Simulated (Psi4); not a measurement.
# [HO2]− (hydroperoxide(1-)), step by step

Wanted: a structure relaxation (MP2/cc-pVDZ), then the harmonic vibrations, then a single-point energy (CCSD(T)/def2-TZVP) of [HO2]− (hydroperoxide(1-)). 

The results are computed with Psi4 1.11.

### 1 The molecule

The species is [HO2]− (3 atoms), meant as a singlet with charge -1. SMILES: `[O-]O`. Geometry: relaxed at PBE0-D4/def2-TZVPD. The run starts from this shape.

Bond lengths: O1–O2 1.479 Å, O2–H3 0.961 Å. Angles: O1–O2–H3 100.1°.

### 2 A geometry optimisation at MP2/cc-pVDZ (density fitting, density fitting for correlation) (run 1)

Contents of calc.inp:

```
memory 1.6 GB

molecule {
  -1 1
  O
  O 1 1.479374
  H 2 0.960735 1 100.13206
  units angstrom
}

set {
  basis cc-pVDZ
  reference rhf
  geom_maxiter 60
  freeze_core true
}

energy_value, wavefunction = optimize('mp2', return_wfn=True)
```

On the command line:

```console
$ psi4 -i calc.inp -o calc.out -n 1
```

calc.out (excerpt; [...] marks lines left out):

```text
[...]
  Running in cs symmetry.
[...]
  Nuclear repulsion =   29.527073894341395
[...]
  Multiplicity = 1
[...]
  Nalpha       = 9
  Nbeta        = 9
[...]
    Number of basis functions: 33
[...]
   @DF-RHF iter   1:  -150.04579416793243   -9.76890e-01   1.75400e-02 ADIIS/DIIS
[...]
   @DF-RHF iter  12:  -150.13905881203343    1.98952e-13   9.56147e-11 DIIS
[...]
    Orbital Energies [Eh]
    ---------------------
    Doubly Occupied:
       1Ap   -20.266946     2Ap   -20.193946     3Ap    -1.053795
       4Ap    -0.777264     5Ap    -0.344833     1App   -0.240316
       6Ap    -0.202294     7Ap    -0.094207     2App   -0.069139
[...]
  @DF-RHF Final Energy:  -150.13905881203343
   => Energetics <=
    Nuclear Repulsion Energy =             29.0140854155236347
    One-Electron Energy =                -271.8208097117090460
    Two-Electron Energy =                  92.6676654841519962
    Total Energy =                       -150.1390588120334257
[...]
 Multipole Moments:
 ------------------------------------------------------------------------------------
     Multipole            Electronic (a.u.)      Nuclear  (a.u.)        Total (a.u.)
 ------------------------------------------------------------------------------------
 L = 1.  Multiply by 2.5417464519 to convert [e a0] to [Debye]
 Dipole X            :         -0.2814670            0.8713636            0.5898966
 Dipole Y            :          0.2194236           -0.7783464           -0.5589228
 Dipole Z            :          0.0000000            0.0000000            0.0000000
 Magnitude           :                                                    0.8126332
[...]
  -Total Gradient:
     Atom            X                  Y                   Z
    ------   -----------------  -----------------  -----------------
       1       -0.000015322002    -0.000055851528     0.000000000000
       2       -0.000061633922     0.000088041314     0.000000000000
       3        0.000076955924    -0.000032189786     0.000000000000
[...]
    Final optimized geometry and variables:
    Molecular point group: cs
    Full point group: Cs
    Geometry (in Angstrom), charge = -1, multiplicity = 1:
    O
    O             1    1.514063
    H             2    0.964242      1   95.932781
    Psi4 run time: 0:00:02.08
[...]
```

The script printed:

```text
Optimizer: Optimization complete!
```

It took 3.3 s on 1 thread of AMD EPYC 9B14 (Zen 4), shared host; peak memory 0.23 GiB.

Step by step:

```csv
step,energy from the first frame kept (eV),largest force (eV/Å)
0,0.0000,0.8754
1,-0.0141,0.3538
2,-0.0174,0.0397
3,-0.0175,0.0055
```

After the run. Bond lengths: O1–O2 1.514 Å, O2–H3 0.964 Å. Angles: O1–O2–H3 95.9°.

### 3 Vibrational wavenumbers at MP2/cc-pVDZ (density fitting, density fitting for correlation) (run 2)

Contents of ho2.dat:

```
memory 1600 MB

molecule mol {
  -1 1
  O     -0.359347     1.041247    -0.079961
  O     -0.241139    -0.464726    -0.182224
  H      0.607419    -0.529109     0.271173
  units angstrom
  symmetry c1
}

set basis cc-pVDZ
set t 400.0
set freeze_core true
set rotational_symmetry_number 1

frequencies("mp2")
```

On the command line:

```console
$ psi4 ho2.dat ho2.out -n 1
```

ho2.out (excerpt; [...] marks lines left out):

```text
[...]
  Running in c1 symmetry.
[...]
  Nuclear repulsion =   29.014080909480665
[...]
  Multiplicity = 1
[...]
  Nalpha       = 9
  Nbeta        = 9
[...]
    Number of basis functions: 33
[...]
   @DF-RHF iter   1:  -150.04605179641626   -1.02711e+00   1.34611e-02 ADIIS/DIIS
[...]
   @DF-RHF iter  16:  -150.13905859522168    0.00000e+00   7.96129e-11 DIIS
[...]
  @DF-RHF Final Energy:  -150.13905859522168
   => Energetics <=
    Nuclear Repulsion Energy =             29.0140612581514503
    One-Electron Energy =                -271.8207643040670973
    Two-Electron Energy =                  92.6676444506939418
    Total Energy =                       -150.1390585952216838
[...]
 Multipole Moments:
 ------------------------------------------------------------------------------------
     Multipole            Electronic (a.u.)      Nuclear  (a.u.)        Total (a.u.)
 ------------------------------------------------------------------------------------
 L = 1.  Multiply by 2.5417464519 to convert [e a0] to [Debye]
 Dipole X            :         -0.2892718            0.8991211            0.6098493
 Dipole Y            :          0.2090324           -0.7461100           -0.5370775
 Dipole Z            :          0.0007773           -0.0023957           -0.0016184
 Magnitude           :                                                    0.8126322
[...]
  -Total Gradient:
     Atom            X                  Y                   Z
    ------   -----------------  -----------------  -----------------
       1       -0.000013157240    -0.000056483821     0.000000049202
       2       -0.000069611251     0.000085981317     0.000000179555
       3        0.000082768491    -0.000029497495    -0.000000228756
[...]
  ==> Harmonic Vibrational Analysis <==
[...]
  Freq [cm^-1]                 821.4648           1094.7671           3810.7524
[...]
  IR activ [km/mol]            92.5949             11.3622              9.6815
[...]
  Total E_0, Enthalpy at 0 [K]                                                         -150.49988782 [Eh]
[...]
  Total H, Enthalpy at  400.00 [K]                                                     -150.49451606 [Eh]
[...]
  Total G, Gibbs energy at  400.00 [K]                                                 -150.53067662 [Eh]
[...]
```

Run time: 7.8 s. Hardware: 1 thread of AMD EPYC 9B14 (Zen 4), shared host; peak memory 0.23 GiB.

### 4 A single-point energy at CCSD(T)/def2-TZVP (run 3)

Contents of calc.in:

```
memory 1600 MB

molecule system {
  -1 1
  O     -0.359347     1.041247    -0.079961
  O     -0.241139    -0.464726    -0.182224
  H      0.607419    -0.529109     0.271173
  units angstrom
  symmetry c1
}

set {
  scf_type pk
  num_frozen_docc 2
}

energy("ccsd(t)/def2-TZVP")
print_variables()
```

On the command line:

```console
$ psi4 -i calc.in -o calc.out -n 1
```

calc.out (excerpt; [...] marks lines left out):

```text
[...]
  Running in c1 symmetry.
[...]
  Nuclear repulsion =   29.014080909480665
[...]
  Multiplicity = 1
[...]
  Nalpha       = 9
  Nbeta        = 9
[...]
    Number of basis functions: 68
[...]
   @RHF iter   1:  -150.10857901903435   -1.03640e+00   6.96581e-03 ADIIS/DIIS
[...]
   @RHF iter  13:  -150.21347687570756   -6.13909e-12   5.96735e-09 DIIS
[...]
    Orbital Energies [Eh]
    ---------------------
    Doubly Occupied:
       1A    -20.298047     2A    -20.231184     3A     -1.084245
       4A     -0.807992     5A     -0.375104     6A     -0.271896
       7A     -0.236285     8A     -0.128761     9A     -0.103211
[...]
  @RHF Final Energy:  -150.21347687570756
   => Energetics <=
    Nuclear Repulsion Energy =             29.0140809094806649
    One-Electron Energy =                -271.3816659984967146
    Two-Electron Energy =                  92.1541082133085041
    Total Energy =                       -150.2134768757075562
[...]
 Multipole Moments:
 ------------------------------------------------------------------------------------
     Multipole            Electronic (a.u.)      Nuclear  (a.u.)        Total (a.u.)
 ------------------------------------------------------------------------------------
 L = 1.  Multiply by 2.5417464519 to convert [e a0] to [Debye]
 Dipole X            :         -0.2435168            0.8991211            0.6556043
 Dipole Y            :          0.1395236           -0.7461100           -0.6065864
 Dipole Z            :         -0.0000000           -0.0000000           -0.0000000
 Magnitude           :                                                    0.8931764
[...]
      * MP2 total energy                      = -150.707120107777143
[...]
      * CCSD total energy                     = -150.711992833942730
[...]
      * CCSD(T) total energy                  = -150.731154509783636
[...]
```

Run time: 9 s. Hardware: 1 thread of AMD EPYC 9B14 (Zen 4), shared host; peak memory 0.39 GiB.

### 5 Outcome

| quantity | value |
| --- | --- |
| run 1, MP2/cc-pVDZ: total energy at the end | -150.51293 Eh |
| run 1, MP2/cc-pVDZ: correlation energy (2 core orbitals frozen) | -373.9 mEh |
| run 2, MP2/cc-pVDZ: correlation energy | -373.9 mEh |
| run 2, MP2/cc-pVDZ: lowest harmonic wavenumber | 821 cm⁻¹ |
| run 2, MP2/cc-pVDZ: highest harmonic wavenumber | 3811 cm⁻¹ |
| run 2, MP2/cc-pVDZ: zero-point energy | 34.3 kJ/mol |
| run 2, MP2/cc-pVDZ: ideal-gas entropy at 400 K (symmetry number 1 as used) | 56.7 cal/(mol K) |
| run 3, CCSD(T)/def2-TZVP: total energy | -150.73115 Eh |
| run 3, CCSD(T)/def2-TZVP: HOMO energy (Hartree–Fock orbitals) | -2.81 eV |
| run 3, CCSD(T)/def2-TZVP: LUMO energy (Hartree–Fock orbitals) | 9.81 eV |
| run 3, CCSD(T)/def2-TZVP: HOMO–LUMO gap (to an unbound level, set by the basis) | 12.62 eV |
| run 3, CCSD(T)/def2-TZVP: correlation energy (2 core orbitals frozen) | -517.7 mEh |
| run 3, CCSD(T)/def2-TZVP: (T) correction | -19.16 mEh |
| run 3, CCSD(T)/def2-TZVP: T1 diagnostic | 0.015 |

The optimisation (run 1, MP2/cc-pVDZ) took 4 steps and changed the energy by -0.017 eV. All 3 modes (run 2, MP2/cc-pVDZ) are real, so the shape is a minimum at this level. The triples (run 3, CCSD(T)/def2-TZVP) make up 3.7 % of the correlation energy.
